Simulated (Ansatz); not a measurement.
Relaxation of CH5AlO (8 atoms, charge 0, multiplicity 1), to a largest force component of 0.03 eV/Å in at most 50 steps.

The calculation used UKS PBE0-D4/6-31G* (Ansatz).

```xyz
8
Properties=species:S:1:pos:R:3
Al -1.384 0.174 -0.169
O 0.745 -1.676 -1.595
H -0.192 -1.781 -1.822
C -0.243 0.979 1.253
H 1.086 -1.114 -2.304
H -0.023 0.254 2.051
H 0.726 1.315 0.856
H -0.715 1.850 1.731
```

Problem. Where does it end, and by what steps?

Solution. It converged. After 15 steps the energy has fallen by 0.337 eV; H5 moved furthest, 1.34 Å. Joined: Al1–O2 (3.16 → 2.16 Å).

| step | energy less start (eV) | largest force component (eV/Å) | accepted |
| --- | --- | --- | --- |
| 0 | 0.0000 | 0.205 | yes |
| 1 | -0.0091 | 1.661 | yes |
| 2 | -0.0750 | 1.532 | yes |
| 3 | -0.1648 | 0.986 | yes |
| 4 | -0.2343 | 0.300 | yes |
| 5 | -0.2572 | 0.618 | yes |
| 6 | -0.2841 | 0.297 | yes |
| 7 | -0.3083 | 0.321 | yes |
| 8 | -0.2990 | 1.045 | no |
| 9 | -0.3201 | 0.372 | yes |
| 10 | -0.3291 | 0.099 | yes |
| 11 | -0.3324 | 0.079 | yes |
| 12 | -0.3356 | 0.030 | yes |
| 13 | -0.3358 | 0.065 | yes |
| 14 | -0.3365 | 0.060 | yes |
| 15 | -0.3368 | 0.029 | yes |

```xyz
8
Properties=species:S:1:pos:R:3
Al -1.507 -0.005 -0.342
O 0.121 -1.209 -1.091
H 0.028 -1.559 -1.988
C -0.131 0.790 0.909
H 1.028 -0.881 -0.985
H 0.339 0.026 1.549
H 0.684 1.298 0.364
H -0.562 1.541 1.584
```

Whether the end is a true minimum wasn't checked by a vibrational analysis.

The run took 27 s on 2 threads of AMD EPYC 7R43 64-Core Processor (Zen 3), on a shared host, peak memory 0.17 GiB.
